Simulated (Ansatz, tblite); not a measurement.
**The cluster Cr₂O: one state, many levels**

Aim: run the singlet of the cluster Cr₂O at one geometry on many levels, and compare frontier levels, spin and run time.

Program: Ansatz 0.2.0, Gaussian basis. Level of theory: as each input shows. These are calculated values, not measurements.

The runs, in order: GFN1-xTB, GFN2-xTB, PBE-D4/def2-TZVP, r2SCAN-D4/def2-TZVP, CAM-B3LYP-D4/def2-TZVP, B97M-V/def2-TZVP, PBE-QIDH/def2-TZVP, ωB97X-V/def2-TZVP, LC-ωPBE/def2-TZVP, PBE+5HF/def2-TZVP, PBE+10HF/def2-TZVP, PBE+15HF/def2-TZVP, PBE+35HF/def2-TZVP, PBE+50HF/def2-TZVP, PBE-D4/def2-SVP, PBE0-D4/def2-SVP, PBE0-D4/def2-TZVPD, PBE-D4/def2-TZVPD, r2SCAN-D4/def2-TZVPD, CCSD(T)/def2-TZVPP, MP2/def2-TZVP, RPA/def2-TZVP.

## Step 1: The relaxed structure

The singlet was relaxed beforehand with PBE-D4/def2-TZVP. At that level it is the lowest of the isomers that a small search found.

3 atoms, charge 0, spin multiplicity 1.

Bond lengths: Cr1–O3 1.803 Å, Cr2–O3 1.930 Å. Angles: Cr1–O3–Cr2 53.0°.

No spin-orbit coupling is included.

PBE0-D4/def2-TZVP was run before; its log isn't repeated, and its numbers join the tables.

## Step 2: GFN1-xTB

Tight binding, by tblite at 300 K electronic temperature and without a spin-polarisation term:

```python
tblite.interface.Calculator('GFN1-xTB', numbers, positions, charge=0, uhf=0).singlepoint()
```

Energy -212.5050 eV, HOMO -10.52 eV, LUMO -10.01 eV; 0.002 s.

## Step 3: GFN2-xTB

Tight binding, by tblite at 300 K electronic temperature and without a spin-polarisation term:

```python
tblite.interface.Calculator('GFN2-xTB', numbers, positions, charge=0, uhf=0).singlepoint()
```

Energy -203.0807 eV, HOMO -5.16 eV, LUMO -5.07 eV; 0.004 s.

## Step 4: PBE-D4/def2-TZVP

start.molden holds the orbitals of an earlier run on this state, given as this run's starting guess.

Contents of in.yaml:

```yaml
crystal:
  periodic: [false, false, false]
  atoms:
    - {symbol: Cr, position_ang: [0.302541, -0.914231, 0.022482]}
    - {symbol: Cr, position_ang: [0.786932, 0.683637, -0.005642]}
    - {symbol: O, position_ang: [-1.089483, 0.230594, -0.016830]}
basis:
  gaussian: {orbitals: def2-TZVP, initial_orbitals: start.molden}
hamiltonian: {xc: pbe, dispersion: d4}
scf: {omitted_lower_state_checks: [starts]}
output: {forces: true, orbitals: {seedname: orbitals}}
```

The run is started by

```console
$ ansatz run in.yaml --threads 4 --pin off --events-out ev --progress --plain --max-ram 3916MiB
```

Further steps of the session: r2SCAN-D4/def2-TZVP; CAM-B3LYP-D4/def2-TZVP; B97M-V/def2-TZVP; PBE-QIDH/def2-TZVP; ωB97X-V/def2-TZVP; LC-ωPBE/def2-TZVP; PBE+5HF/def2-TZVP; PBE+10HF/def2-TZVP; PBE+15HF/def2-TZVP; PBE+35HF/def2-TZVP; PBE+50HF/def2-TZVP; PBE-D4/def2-SVP; PBE0-D4/def2-SVP; PBE0-D4/def2-TZVPD; PBE-D4/def2-TZVPD; r2SCAN-D4/def2-TZVPD; CCSD(T)/def2-TZVPP; MP2/def2-TZVP; RPA/def2-TZVP.

Before running them: what should the planned runs give, taken together? Wanted: gap in def2-TZVP, named functionals, smallest and largest; gap over the share of exact exchange; correlation energy, CCSD(T)/def2-TZVPP; correlation energy, MP2/def2-TZVP; binding an atom, functionals in def2-TZVP; PBE0 total energy, smallest basis above largest.

As calculated:

```
                                                 quantity                                value
gap in def2-TZVP, named functionals, smallest and largest  0.53 eV (PBE-D4), 7.33 eV (LC-ωPBE)
                     gap over the share of exact exchange         0.53 eV at 0, 5.10 eV at 0.5
                   correlation energy, CCSD(T)/def2-TZVPP                            -51.62 eV
                        correlation energy, MP2/def2-TZVP                            -33.28 eV
                binding an atom, functionals in def2-TZVP   0.28 (PBE0-D4) to 2.00 eV (PBE-D4)
          PBE0 total energy, smallest basis above largest      10.53 eV (def2-SVP, def2-TZVPD)
```

What this shows: Over the named functionals in def2-TZVP the gap runs from 0.53 eV (PBE-D4) to 7.33 eV (LC-ωPBE); exact exchange widens it. Raising the share of exact exchange from 0 to 0.5 moves the HOMO by -2.57 eV and the LUMO by +2.01 eV. Notes on CCSD(T)/def2-TZVPP and its Hartree-Fock reference, which MP2 shares: large T1 diagnostic, restricted state is unstable towards broken spin symmetry, state flagged by the program.
